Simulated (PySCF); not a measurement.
## How the functional moves excitation energies

Species: HBO.
Atom-mapped SMILES: `[BH:1]=[O:2]` (hydrogens: H3 on B1)

Linear-response calculations in the def2-SVPD basis (PySCF; singlets by full response, triplets Tamm–Dancoff, core orbitals frozen in the response; HF means time-dependent Hartree–Fock). 'Strongest' is the level of largest summed f among the singlets computed (10 roots, of which the last may lack a degenerate partner); it can jump between rows when another state enters that window. S1 is the lowest singlet of each run and needn't be the same state throughout; f(S1) is that of one state. Geometry: PBE0-D3(BJ)/def2-SVP; no solvent, vibrations or thermal averaging.

```tsv
functional	kind	S1 (eV)	f(S1)	strongest (eV)	T1 (eV)	HOMO (eV)	gap (eV)	ionisation energy, ΔSCF (eV)
LDA	LDA	7.91	0.000	9.40	6.90	-9.23	7.91	14.33
PBE	GGA	7.89	0.000	9.15	6.67	-9.02	7.89	13.89
B3LYP	global hybrid, 20% exact exchange	7.92	0.000	9.50	6.81	-10.25	9.81	13.74
PBE0	global hybrid, 25% exact exchange	8.00	0.000	9.74	6.76	-10.53	10.38	13.61
BHandHLYP	global hybrid, 50% exact exchange	8.00	0.000	11.06	6.91	-11.94	12.65	13.24
wB97X-D	range-separated hybrid	8.12	0.000	9.83	6.99	-12.47	14.19	13.63
LC-wPBE	range-separated hybrid	8.22	0.000	11.17	6.97	-13.51	15.16	13.75
HF	Hartree–Fock	8.13	0.000	11.75	6.80	-14.23	15.91	not settled
```

Problem. What does CAM-B3LYP (range-separated hybrid) give?

Solution. S1 (eV) 7.99, f(S1) 0.000, strongest (eV) 9.73, T1 (eV) 6.92, HOMO (eV) -12.04, gap (eV) 12.88, ionisation energy, ΔSCF (eV) 13.73. S1 runs from 7.89 eV (PBE) to 8.22 eV (LC-wPBE), a spread of 0.33 eV, while the orbital gap spreads over 8.0 eV. −ε(HOMO) comes closest to its own ΔSCF ionisation energy with LC-wPBE (-0.24 eV) and misses most with LDA (-5.10 eV). 'Not settled' means that the ion's SCF failed to converge or may have ended in another state than the lowest.
